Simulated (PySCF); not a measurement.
C₂H₂ClN₃.
Bonds: Cl1–C2, C2–C3 (aromatic), C3–N4 (aromatic), N4–N5 (aromatic), N5–N6 (aromatic), C2–N6 (aromatic). Hydrogens: H7 on C3; H8 on N6.

Computed, not measured: PBE0-D3(BJ)/def2-SVP geometry optimisation, gas phase (PySCF 2.14.0).

Problem. Give the optimised bond lengths and angles.

Solution. 
| bond | length (pm) | order |
| --- | --- | --- |
| Cl1–C2 | 169.7 | single |
| C2–C3 | 137.8 | aromatic |
| C3–N4 | 135.5 | aromatic |
| N4–N5 | 129.0 | aromatic |
| N5–N6 | 133.1 | aromatic |
| C2–N6 | 135.2 | aromatic |
| C3–H7 | 108.7 | single |
| N6–H8 | 101.4 | single |

Orders are formal, as drawn. A selection of angles:
| angle | degrees |
| --- | --- |
| Cl1–C2–C3 | 133.0 |
| Cl1–C2–N6 | 123.1 |
| C3–C2–N6 | 103.9 |
| C2–C3–N4 | 107.7 |
| C2–C3–H7 | 129.3 |
| N4–C3–H7 | 123.1 |
| C3–N4–N5 | 109.8 |
| N4–N5–N6 | 107.5 |
| N5–N6–H8 | 120.8 |
| C2–N6–N5 | 111.1 |
| C2–N6–H8 | 128.1 |

The 6 heavy atoms lie in one plane (0.000 Å rms). The 5-membered ring C2–C3–N4–N5–N6 has internal angles of 103.9° to 111.1° (sum 540°, against 540° for a flat polygon); it is planar, 0.00 Å rms from its mean plane, widest ring torsion 0°. The 2 N–N bonds span 1.290 Å (N4–N5, aromatic) to 1.331 Å (N5–N6, aromatic), a spread of 0.041 Å. N4 (pyridine-type nitrogen) is bent (angle 109.8°). N6 (pyrrole-type nitrogen) is planar (angles 128.1°, 120.8° and 111.1°, sum 360.0°, 0.00 Å off the plane of its three neighbours).

Point group: Cs (every atom within 0.08 Å of its image). No frequency check.
